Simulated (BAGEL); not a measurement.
**C2H3F2N (SMILES F/C=N\CF) at HF/3-21G (density fitting with qzvpp-jkfit)**

What is the energy change on altering one bond length of C2H3F2N at HF/3-21G (density fitting with qzvpp-jkfit)? 

The calculation is run with BAGEL 1.2.2.

2 further runs of the same task are left out: 2 set aside as unsound or not needed.

## Step 1: Starting point

C2H3F2N: 8 atoms, total charge 0, spin state singlet. As SMILES, `F/C=N\CF`. Geometry: relaxed at PBE0-D4/def2-TZVP. This is one conformer, not always the lowest.

Bond lengths: F1–C2 1.335 Å, C2–N3 1.239 Å, N3–C4 1.409 Å, C4–F5 1.379 Å, C2–H6 1.087 Å, C4–H7 1.095 Å, C4–H8 1.095 Å. Angles: F1–C2–N3 126.7°, C2–N3–C4 128.4°, N3–C4–F5 116.3°, F1–C2–H6 110.8°, N3–C2–H6 122.5°, N3–C4–H7 108.1°, N3–C4–H8 108.1°, F5–C4–H7 107.5°, F5–C4–H8 107.5°, H7–C4–H8 109.2°.

## Step 2: A single-point energy at HF/3-21G (density fitting with qzvpp-jkfit)

The input, hf.json:

```json
{ "bagel": [

{
  "title": "molecule",
  "basis": "3-21g",
  "df_basis": "qzvpp-jkfit",
  "angstrom": true,
  "geometry": [
    { "atom": "F", "xyz": [      -1.098000,       1.596800,      -0.144400 ] },
    { "atom": "C", "xyz": [      -0.739500,       0.729600,       0.805700 ] },
    { "atom": "N", "xyz": [       0.001900,      -0.254300,       0.669300 ] },
    { "atom": "C", "xyz": [       0.648200,      -0.708100,      -0.497600 ] },
    { "atom": "F", "xyz": [       0.433400,       0.032200,      -1.641000 ] },
    { "atom": "H", "xyz": [      -1.190600,       0.993000,       1.758900 ] },
    { "atom": "H", "xyz": [       0.310400,      -1.729700,      -0.698300 ] },
    { "atom": "H", "xyz": [       1.726200,      -0.716500,      -0.308200 ] }
  ]
},

{ "title": "hf" },

{ "title": "print", "file": "orbitals.molden", "orbitals": true }

]}
```

Started as:

```bash
$ BAGEL_NUM_THREADS=1 BAGEL hf.json > hf.out
```

Standard output:

```text
* using 1 threads per process

  ===============================================================
  ===============================================================

  *** Geometry ***

  { "atom" : "F", "xyz" : [     -2.074919,      3.017515,     -0.272876 ] },
  { "atom" : "C", "xyz" : [     -1.397452,      1.378744,      1.522552 ] },
  { "atom" : "N", "xyz" : [      0.003590,     -0.480557,      1.264794 ] },
  { "atom" : "C", "xyz" : [      1.224920,     -1.338115,     -0.940328 ] },
  { "atom" : "F", "xyz" : [      0.819007,      0.060849,     -3.101041 ] },
  { "atom" : "H", "xyz" : [     -2.249908,      1.876498,      3.323839 ] },
  { "atom" : "H", "xyz" : [      0.586571,     -3.268659,     -1.319596 ] },
  { "atom" : "H", "xyz" : [      3.262045,     -1.353989,     -0.582414 ] },

  Number of auxiliary basis functions:      435

  Since a DF basis is specified, we compute 2- and 3-index integrals:
    o Being stored without compression. Storage requirement is 0.009 GB

  Number of basis functions:       51
  Number of electrons      :       40

    * METHOD: MOLECULE                             0.11

  *** RHF ***

  === Nuclear Repulsion ===
   177.2722584436

      * DIIS with orbital gradients will be used.

  === RHF iteration (3-21g) ===
      0       -328.80395841          0.02765346           0.03
      1       -328.92445253          0.01564348           0.03
      2       -328.96422914          0.00186075           0.02
      3       -328.96579238          0.00059250           0.02
      4       -328.96592062          0.00025732           0.02
      5       -328.96596648          0.00008716           0.02
      6       -328.96597026          0.00003100           0.02
      7       -328.96597062          0.00000876           0.02
      8       -328.96597066          0.00000278           0.02
      9       -328.96597066          0.00000101           0.02
     10       -328.96597066          0.00000035           0.02
     11       -328.96597066          0.00000017           0.02
     12       -328.96597066          0.00000004           0.02
     13       -328.96597066          0.00000002           0.02
     14       -328.96597066          0.00000001           0.02
    * SCF iteration converged.

    * Permanent dipole moment:
           (   -0.089828,     0.374641,    -0.647464) a.u.

    * METHOD: HF                                   0.44

    * METHOD: PRINT                                0.00

  ===============================================================
```

Run time: 0.72 s. Hardware: 1 thread of Arm Neoverse V2, shared host; peak memory 0.081 GiB.

## Step 3: The distorted shape

The input, input.json:

```json
{ "bagel" : [

{
  "title" : "molecule",
  "basis" : "3-21g",
  "df_basis" : "qzvpp-jkfit",
  "angstrom" : "true",
  "geometry" : [
    { "atom" : "F", "xyz" : [      -1.320397,       1.891940,      -0.103484 ] },
    { "atom" : "C", "xyz" : [      -0.961897,       1.024740,       0.846616 ] },
    { "atom" : "N", "xyz" : [       0.001900,      -0.254300,       0.669300 ] },
    { "atom" : "C", "xyz" : [       0.648200,      -0.708100,      -0.497600 ] },
    { "atom" : "F", "xyz" : [       0.433400,       0.032200,      -1.641000 ] },
    { "atom" : "H", "xyz" : [      -1.412997,       1.288140,       1.799816 ] },
    { "atom" : "H", "xyz" : [       0.310400,      -1.729700,      -0.698300 ] },
    { "atom" : "H", "xyz" : [       1.726200,      -0.716500,      -0.308200 ] }
  ]
},

{ "title" : "hf" },

{ "title" : "print", "file" : "orbitals.molden", "orbitals" : "true" }

]}
```

Started as:

```bash
$ BAGEL_NUM_THREADS=1 BAGEL input.json > input.out
```

Standard output:

```text
* using 1 threads per process

  ===============================================================
  ===============================================================

  *** Geometry ***

  { "atom" : "F", "xyz" : [     -2.495189,      3.575248,     -0.195556 ] },
  { "atom" : "C", "xyz" : [     -1.817722,      1.936478,      1.599872 ] },
  { "atom" : "N", "xyz" : [      0.003590,     -0.480557,      1.264794 ] },
  { "atom" : "C", "xyz" : [      1.224920,     -1.338115,     -0.940328 ] },
  { "atom" : "F", "xyz" : [      0.819007,      0.060849,     -3.101041 ] },
  { "atom" : "H", "xyz" : [     -2.670177,      2.434232,      3.401159 ] },
  { "atom" : "H", "xyz" : [      0.586571,     -3.268659,     -1.319596 ] },
  { "atom" : "H", "xyz" : [      3.262045,     -1.353989,     -0.582414 ] },

  Number of auxiliary basis functions:      435

  Since a DF basis is specified, we compute 2- and 3-index integrals:
    o Being stored without compression. Storage requirement is 0.009 GB

  Number of basis functions:       51
  Number of electrons      :       40

    * METHOD: MOLECULE                             0.11

  *** RHF ***

  === Nuclear Repulsion ===
   165.8114545649

      * DIIS with orbital gradients will be used.

  === RHF iteration (3-21g) ===
      0       -328.61876527          0.03240947           0.03
      1       -328.70930177          0.02751221           0.02
      2       -328.83714868          0.00465913           0.02
      3       -328.84179850          0.00204521           0.02
      4       -328.84294339          0.00040400           0.02
      5       -328.84306975          0.00026796           0.02
      6       -328.84311343          0.00017801           0.02
      7       -328.84314950          0.00006593           0.02
      8       -328.84315453          0.00002882           0.02
      9       -328.84315514          0.00000790           0.02
     10       -328.84315517          0.00000268           0.02
     11       -328.84315518          0.00000127           0.02
     12       -328.84315518          0.00000044           0.02
     13       -328.84315518          0.00000033           0.02
     14       -328.84315518          0.00000012           0.02
     15       -328.84315518          0.00000007           0.02
     16       -328.84315518          0.00000004           0.02
     17       -328.84315518          0.00000001           0.02
     18       -328.84315518          0.00000000           0.02
    * SCF iteration converged.

    * Permanent dipole moment:
           (    0.124768,     0.099936,    -0.713016) a.u.

    * METHOD: HF                                   0.54

    * METHOD: PRINT                                0.00

  ===============================================================
```

It took 0.81 s on 1 thread of Arm Neoverse V2, shared host; peak memory 0.081 GiB.

## Step 4: Summary of results

Level: HF/3-21G (density fitting with qzvpp-jkfit).

```
                                                         quantity          value
                                        first shape: total energy  -328.96597 Eh
                                       first shape: dipole moment         1.91 D
                                         first shape: HOMO energy      -11.90 eV
                                         first shape: LUMO energy        4.48 eV
                                       first shape: HOMO–LUMO gap       16.39 eV
                                    distorted shape: total energy  -328.84316 Eh
                                   distorted shape: dipole moment         1.86 D
                                     distorted shape: HOMO energy       -9.74 eV
                                     distorted shape: LUMO energy        1.95 eV
                                   distorted shape: HOMO–LUMO gap       11.69 eV
energy change with the C2–N3 bond stretched from 1.239 to 1.611 Å       3.342 eV
```

In words: With the C2–N3 bond stretched from 1.239 to 1.611 Å the energy rises by 3.34 eV (322 kJ/mol). The first shape isn't relaxed at this level, so the change isn't measured from a minimum.
